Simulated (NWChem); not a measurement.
System: C2H4O2, triplet; SMILES of the neutral closed-shell parent COC=O

Output (shortened):

```
             Northwest Computational Chemistry Package (NWChem) 7.3.0
             --------------------------------------------------------

                             Geometry "geometry" -> ""
                             -------------------------

 Output coordinates in angstroms (scale by  1.889725989 to convert to a.u.)

  No.       Tag          Charge          X              Y              Z
 ---- ---------------- ---------- -------------- -------------- --------------
    1 C                    6.0000    -0.49348200    -1.35960600    -0.06714800
    2 O                    8.0000     0.54694000    -0.49794900     0.35797600
    3 C                    6.0000     0.58688500     0.72783300    -0.23027900
    4 O                    8.0000    -0.22900400     1.57581200     0.39572200
    5 H                    1.0000    -0.41231500    -1.57431200    -1.14784500
    6 H                    1.0000    -0.38600200    -2.29550100     0.49688800
    7 H                    1.0000    -1.48597500    -0.92630200     0.13848700
    8 H                    1.0000     0.51219600     0.77468500    -1.33671100

 Effective nuclear repulsion energy (a.u.)     119.0220208917

                                 NWChem DFT Module
                                 -----------------

 Summary of "ao basis" -> "ao basis" (spherical)
 ------------------------------------------------------------------------------
       Tag                 Description            Shells   Functions and Types
 ---------------- ------------------------------  ------  ---------------------
 C                          def2-svp                 6       14   3s2p1d
 O                          def2-svp                 6       14   3s2p1d
 H                          def2-svp                 3        5   2s1p

 in cosmo_initialize ...
 calling solv_data for solv:h2o

 solvent parameters
 solvname_short: h2o
 solvname_long:  water
 dielec:       78.4000
 dielecinf:     1.7769
 aqueous SMD model solvent descriptors
 dielec:       78.4000
 sola:          0.8200

          ---------------
          -cosmo- solvent
          ---------------
 Cosmo: York-Karplus, doi: 10.1021/jp992097l
 dielectric constant -eps-     =  78.40
 screen = (eps-1)/(eps    )    =   0.98724
 surface charge correction     = lagrangian

   van der Waals surface
 --------------------------

[...]

                                COSMO-SMD solvation results
                                ---------------------------

             internal energy in gas <Psi(g)|H|Psi(g)> =      -228.625776815868
         internal energy in solvent <Psi(s)|H|Psi(s)> =      -228.623988505598
                               delta internal energy  =         0.001788310270 (    1.12 kcal/mol)
   total free energy in solvent <Psi(s)|H+V/2|Psi(s)> =      -228.634904844488
 polarization energy contribution <Psi(s)|V/2|Psi(s)> =        -0.010916338890 (   -6.85 kcal/mol)
    total free energy in solvent including G(SMD-CDS) =      -228.627700825317
                       G(SMD-CDS) energy contribution =         0.007204019172 (    4.52 kcal/mol)
     1 M fixed-concentration free energy of solvation =        -0.001924009448 (   -1.21 kcal/mol)

                    DFT Final Alpha Molecular Orbital Analysis
                    ------------------------------------------

 Vector   15  Occ=1.000000D+00  E=-4.202168D-01
              MO Center= -1.5D-02, -7.7D-01,  1.7D-01, r^2= 2.4D+00
   Bfn.  Coefficient  Atom+Function         Bfn.  Coefficient  Atom+Function
  ----- ------------  ---------------      ----- ------------  ---------------
    62      0.273275  6 H  s                 20     -0.256361  2 O  pz
    18     -0.233594  2 O  px                19      0.201830  2 O  py
     6      0.199311  1 C  pz                23     -0.193672  2 O  pz
    47      0.182892  4 O  py                21     -0.179915  2 O  px
     5     -0.178783  1 C  py                33     -0.163652  3 C  py

 Vector   16  Occ=1.000000D+00  E=-3.745106D-01
              MO Center=  7.6D-02, -5.8D-01,  4.8D-02, r^2= 1.9D+00
   Bfn.  Coefficient  Atom+Function         Bfn.  Coefficient  Atom+Function
  ----- ------------  ---------------      ----- ------------  ---------------
    20      0.401401  2 O  pz                23      0.306437  2 O  pz
    18     -0.281525  2 O  px                57      0.224308  5 H  s
    21     -0.215069  2 O  px                67     -0.216041  7 H  s
    19      0.192736  2 O  py                 6     -0.175074  1 C  pz
    47      0.151501  4 O  py                22      0.148153  2 O  py

 Vector   17  Occ=1.000000D+00  E=-2.555798D-01
              MO Center=  6.2D-01,  7.7D-01, -7.8D-02, r^2= 1.6D+00
   Bfn.  Coefficient  Atom+Function         Bfn.  Coefficient  Atom+Function
  ----- ------------  ---------------      ----- ------------  ---------------
    32      0.504852  3 C  px                35      0.391132  3 C  px
    46     -0.297211  4 O  px                31      0.273158  3 C  s
    49     -0.262609  4 O  px                30      0.182970  3 C  s
    34      0.182262  3 C  pz                18     -0.171746  2 O  px
    33      0.164595  3 C  py                36      0.162568  3 C  py

 Vector   18  Occ=0.000000D+00  E= 1.217810D-01
              MO Center= -5.7D-01, -1.2D+00, -5.2D-01, r^2= 5.0D+00
   Bfn.  Coefficient  Atom+Function         Bfn.  Coefficient  Atom+Function
  ----- ------------  ---------------      ----- ------------  ---------------
     3      2.156503  1 C  s                 58     -1.167921  5 H  s
    68     -1.056666  7 H  s                 63     -1.046728  6 H  s
    73     -0.726385  8 H  s                  7     -0.442664  1 C  px
    37     -0.432223  3 C  pz                 8     -0.405005  1 C  py
    17      0.300052  2 O  s                 31      0.286648  3 C  s

[...]
```

Level: M06-2X/def2-SVP, spin-unrestricted, SMD on the gas-phase geometry. The geometry was optimised at PBE0/def2-SVP, spin-unrestricted. This spin state was assumed; another may lie lower. No stability test was run on the SCF state. Solvent: water.

Question: Which NWChem input produces such a log?

Answer: This is not unique; one that fits is the input that was run:
```
start job
memory heap 200 mb stack 900 mb global 1100 mb
geometry units angstroms noautosym nocenter noautoz
  C     -0.493482    -1.359606    -0.067148
  O      0.546940    -0.497949     0.357976
  C      0.586885     0.727833    -0.230279
  O     -0.229004     1.575812     0.395722
  H     -0.412315    -1.574312    -1.147845
  H     -0.386002    -2.295501     0.496888
  H     -1.485975    -0.926302     0.138487
  H      0.512196     0.774685    -1.336711
end
basis spherical
  C library def2-svp
  O library def2-svp
  H library def2-svp
end
dft
  odft
  mult 3
  xc m06-2x
  iterations 150
end
cosmo
  do_cosmo_smd true
  solvent water
end
task dft energy
```
